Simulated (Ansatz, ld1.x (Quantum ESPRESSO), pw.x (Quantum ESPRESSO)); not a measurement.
palladium: does the TM potential hold in the solid?

palladium, norm-conserving Troullier–Martins (Kleinman–Bylander form), made with ld1.x (Quantum ESPRESSO) 7.5 (LDA (PW92), scalar-relativistic). Core [Kr], reference 4d10 5s0 5p0. Waves: 5p (bound, empty): rc 2.65 bohr; 4d (bound): rc 2.20 bohr; 5s (bound, empty): rc 2.30 bohr. Local part: the s channel. Core correction: none.

Atomic tests: cutoffs needed: 45 Ry and 70 Ry (the cutoffs (Ry, on a coarse ladder) from which the occupation-weighted sum of valence levels, in a spherical-Bessel basis at the reference potential, stays within 10 and 1 mRy of its value at 400 Ry); ghost test: no extra level below or beside the all-electron valence levels (p, d, s, f tested) (spherical-Bessel basis up to 400 Ry, 20 bohr box); largest excitation error: -1684 meV (all-electron minus pseudo) for 4d6 5s0 5p0, out of 7 test configurations.

Crystal test: sc Pd in pw.x 7.5, no spin, 13³ k-points, Fermi–Dirac smearing 0.01 Ry, cutoffs 85/340 Ry. The reference is all-electron LAPW (Ansatz 0.2.0) with the same functional, mesh and smearing; V0 and B0 come from Birch–Murnaghan fits to the pressures at five volumes. Errors are pseudo minus all-electron; Δ is the rms difference of the E(V) curves that follow from these fits, minima aligned, over ±6 % about the mean V0. Mesh and smearing are coarse, so the numbers serve the comparison and aren't converged zero-temperature values; the lattice is a test structure that the element need not adopt.

All-electron: a0 = 2.540 Å (V0 = 16.39 Å³/atom), B0 = 166.2 GPa.

Problem. How far does the potential miss the all-electron equation of state?

Solution. mean pressure error (GPa): +7.93; a0 (Å): 2.578; a0 error (%): +1.47; B0 error (%): -5.1; Δ (meV/atom): 26.1. The largest radius (2.65 bohr) exceeds half the bond length (2.40 bohr), so the spheres overlap, which is one possible source of error among others. This is a poor potential for the solid.

```
V (Å³/atom)  P all-electron (GPa)  P pseudo (GPa)
     15.544                 10.15           19.81
     15.953                  4.83           13.52
     16.362                  0.29            8.12
     16.771                 -3.59            3.47
     17.180                 -6.90           -0.51
```

Problem. At the middle volume, how do free energy and pressure move when the wave cutoff is lowered (ecutrho kept at four times it)?

Solution.

```csv
cutoff (Ry),shift of F (meV/atom),shift of P (GPa)
38,+771.2,-55.65
51,+16.8,-0.52
68,+9.0,-0.12
```

The run at the middle volume (84 k-points, 6 iterations) took about 10 s on one core of a shared host (Neoverse-V1, 32 threads, 247 GiB, load 25).
